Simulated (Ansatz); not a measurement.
# SiNH2 (doublet): wave-function methods side by side, def2-QZVPP

One table from this session's results is given with a row withheld; the runs are named, their logs left out.

Computed with Ansatz 0.2.0, Gaussian basis. Level: def2-QZVPP, core rule «outside noble gas», up to 6 orbitals frozen.

The runs, in order: UHF; ROHF; CCSD(T) on UHF.

## The geometry

The geometry is a PBE0/def2-TZVP stationary point (not a proven minimum) of the parent state, kept for this charge and spin.

4 atoms, charge 0, spin multiplicity 2.

Atoms are counted from 1 here; the program's logs count them from 0.

Bond lengths: Si1–N2 1.803 Å, Si1–H3 1.495 Å, N2–H4 1.024 Å. Angles: N2–Si1–H3 111.4°, Si1–N2–H4 113.2°.

The first run:

in.yaml

```yaml
crystal:
  periodic: [false, false, false]
  atoms:
    - {symbol: Si, position_ang: [0.009460, -0.103752, 0.602203]}
    - {symbol: N, position_ang: [-0.087242, 0.144329, -1.180713]}
    - {symbol: H, position_ang: [0.265634, 1.182906, 1.319057]}
    - {symbol: H, position_ang: [0.683123, -0.297565, -1.691380]}
basis:
  gaussian: {orbitals: "def2-QZVPP.json"}
magnetization: {spin_polarized: true, initial_magnetization: 1}
hamiltonian: {xc: hf}
output: {orbitals: {seedname: orbitals}}
```

On the command line:

```console
> ansatz run in.yaml --threads 1 --pin off --events-out ev --progress --plain --max-ram 4096MiB --backend cpu
```

Steps of the session up to this table: UHF; ROHF; CCSD(T) on UHF.

One of the session's tables, all rows but one given; the rest of the session is left out.

It belongs to the step «Misses and costs». 

```
  method  from UCCSD(T) (kJ/mol)
    ROHF                  +930.6
     UHF                       ?
    UMP2                  +148.9
   UCCSD                   +43.2
UCCSD(T)                       0
```

Estimate the missing values for UHF.

As computed: from UCCSD(T) (kJ/mol): +897.8. In the column «from UCCSD(T) (kJ/mol)» it lies between UMP2 (+148.9) and ROHF (+930.6).
